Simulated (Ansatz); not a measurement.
# SiH₄+ (quartet): the correlation ladder, def2-QZVPP

An exercise on one series of results from a longer session: the logs are not shown, and one member is left open.

Method: def2-QZVPP, core rule «outside noble gas», up to 5 orbitals frozen; program: Ansatz 0.2.0, Gaussian basis.

To be run: UHF; ROHF; CCSD(T) on UHF.

2 further runs of the same task are left out: 2 set aside as unsound or not needed. Runs told in other sessions of the task aren't counted.

### The geometry

The geometry is a PBE0/def2-TZVP stationary point (not a proven minimum) of the parent state, kept for this charge and spin.

5 atoms, charge 1, spin multiplicity 4.

Atoms are counted from 1 here; the program's logs count them from 0.

Bond lengths: Si1–H2 1.529 Å, Si1–H3 1.529 Å, Si1–H4 1.529 Å, Si1–H5 1.529 Å. Angles: H2–Si1–H3 90.0°, H2–Si1–H4 90.0°, H2–Si1–H5 180.0°, H3–Si1–H4 180.0°, H3–Si1–H5 90.0°, H4–Si1–H5 90.0°.

The first run:

in.yaml

```yaml
crystal:
  periodic: [false, false, false]
  atoms:
    - {symbol: Si, position_ang: [0.000000, 0.000000, 0.000000]}
    - {symbol: H, position_ang: [-0.011525, 1.085107, 1.077576]}
    - {symbol: H, position_ang: [-0.016497, -1.077632, 1.084987]}
    - {symbol: H, position_ang: [0.016497, 1.077632, -1.084987]}
    - {symbol: H, position_ang: [0.011525, -1.085107, -1.077576]}
basis:
  gaussian: {orbitals: "def2-QZVPP.json"}
total_charge: 1
magnetization: {spin_polarized: true, initial_magnetization: 3}
hamiltonian: {xc: hf}
output: {orbitals: {seedname: orbitals}}
```

The run is started by

```bash
> ansatz run in.yaml --threads 1 --pin off --events-out ev --progress --plain --max-ram 2393MiB
```

Steps of the session up to this table: UHF; ROHF; CCSD(T) on UHF.

One of the session's tables, all rows but one given; the rest of the session is left out.

It belongs to the step «Misses and costs». 

```
  method  from UCCSD(T) (kJ/mol)
    ROHF                       ?
     UHF                  +371.3
    UMP2                   +78.7
   UCCSD                   +13.2
UCCSD(T)                       0
```

Q: Estimate the row for ROHF from the others.

The run gave: from UCCSD(T) (kJ/mol): +378.0. In the column «from UCCSD(T) (kJ/mol)» it is the highest.
